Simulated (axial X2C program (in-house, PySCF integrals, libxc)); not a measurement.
## Levels of MgF by electron attachment to MgF⁺ (EOM-EA-CCSD)

Computed with an in-house all-electron X2C program for linear molecules (integrals from PySCF): two-component X2C with atomic mean-field Coulomb and Gaunt terms, Gaussian nuclei, basis Mg dyall-acv3z, F dyall-av3z with contracted cores.

R = 1.758 Å (near the PBE0 minimum at charge 0 of the determinant lowest at the starting distance; the state shown can have its own minimum elsewhere).

Levels of MgF obtained by attaching an electron to MgF⁺:

```json
{"Ω": "1/2", "binding energy (eV)": "7.677", "above lowest (cm⁻¹)": "0", "attached spinor": "64% Mg sσ, 24% Mg pσ, 8% F pσ", "one-particle weight": "0.99"}
{"Ω": "1/2", "binding energy (eV)": "4.316", "above lowest (cm⁻¹)": "27106", "attached spinor": "81% Mg pπ, 12% Mg dπ", "one-particle weight": "0.99"}
{"Ω": "3/2", "binding energy (eV)": "4.312", "above lowest (cm⁻¹)": "27140", "attached spinor": "81% Mg pπ, 12% Mg dπ", "one-particle weight": "0.99"}
{"Ω": "1/2", "binding energy (eV)": "3.099", "above lowest (cm⁻¹)": "36924", "attached spinor": "61% Mg pσ, 28% Mg dσ", "one-particle weight": "0.99"}
{"Ω": "1/2", "binding energy (eV)": "2.514", "above lowest (cm⁻¹)": "41643", "attached spinor": "81% Mg sσ, 14% Mg pσ", "one-particle weight": "1.00"}
{"Ω": "1/2", "binding energy (eV)": "1.671", "above lowest (cm⁻¹)": "48440", "attached spinor": "98% Mg pπ", "one-particle weight": "1.00"}
{"Ω": "3/2", "binding energy (eV)": "1.670", "above lowest (cm⁻¹)": "48446", "attached spinor": "98% Mg pπ", "one-particle weight": "1.00"}
```

Q: What is the splitting of the first π pair in the table, and is it regular or inverted?

A: E(3/2) − E(1/2) = 27140 − 27106 = 34 cm⁻¹ at EOM-EA-CCSD: regular, Ω = 1/2 lower. Splittings at this level can be off by ten to twenty per cent.

This point took 8.3 s on 1 thread of Intel(R) Xeon(R) 6975P-C (Granite Rapids), on a shared host.

Reference electrons by ω block (each with its −ω partner): 1/2: 8, 3/2: 2. 8 electrons of MgF⁺ correlated (inner shells frozen), 92 natural virtual spinors (a truncated set); levels can be off by some tenths of an eV. Roots sought by Ω: (1/2: 5, 3/2: 4, 5/2: 2, 7/2: 1); rows need 60 % one-particle weight and stop where some Ω has no more roots. Missing are any skipped roots, higher Ω and states of a further excitation; these come out far too high here and may in truth be low or lowest. T1 of the reference 0.019 (Lee–Taylor). The reference was not checked to be the lowest state of its species. Number of frozen shells: Mg 2 s, 1 p; F 1 s.
